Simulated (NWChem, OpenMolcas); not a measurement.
BOF (fluoro(oxo)borane): methods side by side

The species is BOF (3 atoms), meant as a singlet with charge 0. As SMILES, `O=BF`. Geometry: relaxed at PBE0-D4/def2-TZVP.

```xyz
3

O     0.9831   -0.5651    0.4799
B     0.0203   -0.0116    0.0099
F    -1.0034    0.5768   -0.4898
```

Quantity: the energy change with the O1–B2 bond stretched from 1.206 to 2.653 Å, in eV. The values are calculated.

```tsv
level	kind	program	value (eV)	CPU time (all runs)
HF/cc-pVTZ (unrestricted)	Hartree–Fock	OpenMolcas	6.23	22 s
revPBE/cc-pVTZ (restricted)	GGA	NWChem	9.16	76 s
PBE/cc-pVTZ (restricted)	GGA	NWChem	9.39	79 s
M06-L/cc-pVTZ (restricted)	meta-GGA	NWChem	9.47	56 s
BHLYP/cc-pVTZ (restricted)	global hybrid	NWChem	?	23 s
M06-2X/cc-pVTZ (restricted)	hybrid meta-GGA	OpenMolcas	?	41 s
PBE0/cc-pVTZ (restricted)	global hybrid	NWChem	9.58	26 s
B2PLYP/cc-pVTZ (restricted)	double hybrid	NWChem	9.59	20 s
```

Question: Estimate the missing values from the other rows.

Answer: As computed at these levels: BHLYP/cc-pVTZ (restricted): 9.27 eV; M06-2X/cc-pVTZ (restricted): 9.49 eV. The first shape isn't each level's own minimum. The values span 6.23 to 9.59 eV. Spin contamination of the reference (⟨S²⟩ at least 0.1 too high) touches HF/cc-pVTZ. CPU times are rough (shared hosts, several kinds of processor): they show what a rung costs within a factor of a few.
